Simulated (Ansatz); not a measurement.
A made-up structure of CH₃SSi, doublet:

```
6
angstrom
Si 1.3336 -0.1626 1.1659
C 0.1937 -0.3912 -0.0657
S -0.9862 0.9001 -0.6333
H -1.7360 0.0403 -1.3738
H 0.3125 -1.3746 -0.5181
H 0.9551 1.1560 1.5326
```

It is relaxed with PBE-D4/def2-SVP and then PBE0-D4/def2-TZVP (Ansatz 0.2.0). Atoms count as bonded within 1.22 times the sum of their covalent radii (H–H: 0.88 Å). The end point is not checked to be a true minimum.

**Question.** Does its bonding change? (Judge from chemistry; the calculation decides.)

**Answer.** By the calculation: No: no bond forms or breaks.

Where it ends: The first stage lowers the energy by 0.83 eV in 8 steps. It ends as CH₃SSi ([SiH][CH][SH]):
```
6
angstrom
Si 1.3083 -0.1957 1.3470
C 0.2184 -0.4010 -0.1144
S -0.9496 0.7518 -0.5421
H -1.7100 0.0422 -1.4047
H 0.1897 -1.3263 -0.6836
H 1.0160 1.2969 1.5054
```

Labels in which every atom is bracketed show which atoms are joined, not bond orders.

For scale, one of the runs: PBE0-D4/def2-TZVP relaxation, 123 basis functions, launched by `ansatz run in.yaml --threads 2 --pin off --events-out ev --progress --plain --max-ram 4352MiB`. Hardware: 2 CPU threads of an Intel Xeon Platinum 8488C, shared host. Wall time about 26 s.
